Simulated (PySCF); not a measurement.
**Constants of Li₂, step by step**

State: singlet, closed shell. De refers to Li + Li. RHF-based CCSD(T) in PySCF 2.14 with Li aug-cc-pVTZ and Li aug-cc-pVQZ (frozen core orbitals: 2; no relativity). Correlation energies are extrapolated as n⁻³ (n = 3, 4), Hartree–Fock as (n+1)·exp(−9√n). CV is the change on freezing 0 orbitals instead, in Li cc-pCVTZ. SR is the spin-free X2C energy in Li cc-pVTZ-DK less the non-relativistic one in Li cc-pVTZ.

```
            Level  Re (Å)  ωe (cm⁻¹)  ωexe (cm⁻¹)  αe (cm⁻¹)  De (eV)
       CCSD(T)/TZ  2.7006      344.8         2.55    0.00687    1.032
       CCSD(T)/QZ  2.6987      346.3         2.56    0.00687    1.041
           HF/CBS  2.7839      337.5         1.88    0.00553    0.174
          MP2/CBS  2.7444      344.1         2.12    0.00623    0.796
         CCSD/CBS  2.6974      347.4         2.56    0.00686    1.047
      CCSD(T)/CBS  2.6974      347.4         2.56    0.00686    1.047
   CCSD(T)/CBS+CV  2.6781      350.7         2.58    0.00696    1.055
CCSD(T)/CBS+CV+SR  2.6778      350.8          n/a    0.00693    1.054
```

Problem. How much is left between CCSD(T)/QZ and the basis-set limit, and how much do the triples give at the limit?

Solution. CCSD(T)/CBS less CCSD(T)/QZ: -1.3 mÅ in Re, +1.1 cm⁻¹ in ωe and +0.006 eV in De. CCSD(T)/CBS less CCSD/CBS: +0.0 mÅ in Re, +0.0 cm⁻¹ in ωe and +0.000 eV in De.

Problem. What do the later terms add?

Solution. CV: -19.3 mÅ in Re, +3.3 cm⁻¹ in ωe and +0.008 eV in De; SR: -0.3 mÅ in Re, +0.1 cm⁻¹ in ωe and -0.001 eV in De, each against the row above.

Measured (Huber and Herzberg, Constants of Diatomic Molecules (1979)): Re = 2.6729 Å, ωe = 351.43 cm⁻¹, ωexe = 2.61 cm⁻¹. The last row is off by 4.9 mÅ and -0.7 cm⁻¹.

The T1 diagnostic is 0.018. The open-shell atoms are computed with UHF. Spin–orbit coupling, excitations beyond (T) and corrections to the Born–Oppenheimer picture are left out.

The whole job (state search and all basis sets along the bond) took about 2.9 min on 4 threads of Intel Xeon Platinum 8488C (shared host), peak memory 7.5 GiB.
